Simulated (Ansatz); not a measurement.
Basis-set extrapolation for `FC1=C(F)S1` (PBE0-D4/def2-TZVP geometry, frozen core, Ansatz 0.2.0). Multiplicity 1, RHF reference.

```tsv
	def2-TZVPP	def2-QZVPP
HF	-672.113029	-672.136423
MP2 correlation	-0.965579	-1.048562
CCSD(T) correlation	-1.021352	not run
```

Energies in hartree. Use E(X) = E(∞) + A·exp(−7.88·√X) for Hartree–Fock and E(X) = E(∞) + B·X^(−2.97) for correlation, with X = 3 and 4, and add CCSD(T) minus MP2 of the smaller set to the MP2 limit.

Question: What is the CCSD(T) energy at the basis-set limit?

Answer: HF limit: -672.136423 + (-0.023394) × 0.13774 = -672.13965. MP2 limit: -1.048562 + (-0.082983) × 0.74074 = -1.11003. Higher-order term: -1.021352 − (-0.965579) = -0.05577. Total: -673.30545 hartree, 107.3 kcal/mol below CCSD(T)/def2-TZVPP.
